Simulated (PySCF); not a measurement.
PySCF input file for ethane cation (C₂H₆), SMILES CC (connectivity only; charge and spin as stated), charge +1, multiplicity 2, B3LYP/pcH-1. The structure is a stationary point at PBE-D3(BJ)/def2-TZVP. The multiplicity is an assumed one; other spin states were not compared.

```python
import numpy as np
from pyscf import gto, scf, dft
from pyscf.prop.hfc import uks as hfc
from pyscf.prop.gtensor import uks as gtensor

mol = gto.M(
    atom='''
    C     0.06528313    0.71735687    0.00000000
    C    -0.06528313   -0.71735687   -0.00000000
    H    -0.61726365    1.22352917    0.76940240
    H    -0.61726363    1.22352918   -0.76940240
    H     1.06880992    1.15033768    0.00000001
    H     0.61726363   -1.22352918    0.76940240
    H     0.61726365   -1.22352917   -0.76940240
    H    -1.06880992   -1.15033768   -0.00000001
    ''',
    basis='pcH-1',
    charge=1,
    spin=1,
    max_memory=1600,
    verbose=3,
)
mf = dft.UKS(mol, xc='b3lyp')
mf.grids.level = 3
mf.conv_tol = 1e-10
mf.max_cycle = 100
mf.kernel()
fine, coarse = mf.grids, dft.Grids(mol).set(level=1).build(with_non0tab=True)
for _ in range(3):  # follow internal instabilities
    mf.grids = coarse
    mo, _, stable, _ = mf.stability(return_status=True, nroots=4)
    mf.grids = fine
    if stable:
        break
    mf.kernel(mf.make_rdm1(mo, mf.mo_occ))
A = hfc.HFC(mf).make_fcdip(mf.make_rdm1())  # Fermi contact and dipolar terms, MHz
print('atom   A(iso)/MHz   principal dipolar parts/MHz')
for i, a in enumerate(A):
    w = np.linalg.eigvalsh((a + a.T) / 2)
    print(f'{mol.atom_symbol(i):2s}{i + 1:3d} {w.mean():12.2f}', (w - w.mean()).round(2))
gt = gtensor.GTensor(mf)
gt.dia_soc2e, gt.para_soc2e, gt.so_eff_charge = None, None, True
gt.max_cycle_cphf = 60
g = gt.kernel()
```

Log of the run:

```

WARN: HOMO -0.323532936305822 >= LUMO -0.323532936305826

converged SCF energy = -79.4180486659942  <S^2> = 0.75360848  2S+1 = 2.0036052
<class 'pyscf.dft.uks.UKS'> wavefunction is stable in the internal stability analysis
atom   A(iso)/MHz   principal dipolar parts/MHz
C   1       -22.18 [-27.7  -24.89  52.6 ]
C   2       -22.18 [-27.7  -24.89  52.6 ]
H   3       421.67 [-17.   -15.31  32.31]
H   4       421.67 [-17.   -15.31  32.31]
H   5       -16.96 [-10.41  -4.29  14.7 ]
H   6       421.67 [-17.   -15.31  32.31]
H   7       421.67 [-17.   -15.31  32.31]
H   8       -16.96 [-10.41  -4.29  14.7 ]
SOC(1e)/OZ [ 2.23965569e-03  1.81692842e-03 -1.58112128e-05]
free electron g 2.00231930436182
g-tensor total [2.00440788 2.00403377 2.00220967]
g-shift (ppt) [ 2.08858045  1.71447045 -0.10963797]
```

Self-consistency was reached.

Cost: roughly 70 core-seconds.
